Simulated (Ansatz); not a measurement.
# AlFH2: the cost of one run

All numbers below are computed with Ansatz 0.2.0 (RKS PBE-D4/def2-TZVP).

### 1 The structure to begin with

Bond lengths: Al1–F2 1.890 Å, Al1–H3 1.760 Å, Al1–H4 1.560 Å. Angles: F2–Al1–H3 40.8°, F2–Al1–H4 160.4°, H3–Al1–H4 158.9°.

As a file:

```xyz
4

Al    0.0000    0.0000    0.0000
F     1.2241    0.0000    1.4400
H     1.7390    0.0000    0.2708
H    -1.3510    0.0000   -0.7800
```

### 2 A restrained relaxation towards end A

Springs on the bonds that form and break draw the guess towards this end; the thresholds are loose.

File input.yaml:

```yaml
crystal:
  periodic: [false, false, false]
  atoms:
    - { symbol: Al, position_ang: [0.0, 0.0, 0.0] }
    - { symbol: F, position_ang: [1.2241, 0.0, 1.44] }
    - { symbol: H, position_ang: [1.739, 0.0, 0.2708] }
    - { symbol: H, position_ang: [-1.351, 0.0, -0.78] }
basis:
  gaussian: { orbitals: def2-TZVP }
hamiltonian:
  xc: pbe
  dispersion: d4
relax:
  f_tol: 0.15
  max_steps: 25
  restrain:
    - { distance: [1, 2], at: 2.12, k: 30.0 }
    - { distance: [0, 1], at: 1.69, k: 30.0 }
    - { distance: [0, 2], at: 1.56, k: 30.0 }
```

Started as:

```sh
ansatz run input.yaml --threads 1 --pin off --max-ram 2048MiB --backend cpu --events-out ev --progress --plain --runs-dir out
```

What time and memory should one allow on 1 thread of Arm Neoverse V1, shared host?

About 6.3 s, with a peak of 0.11 GiB.
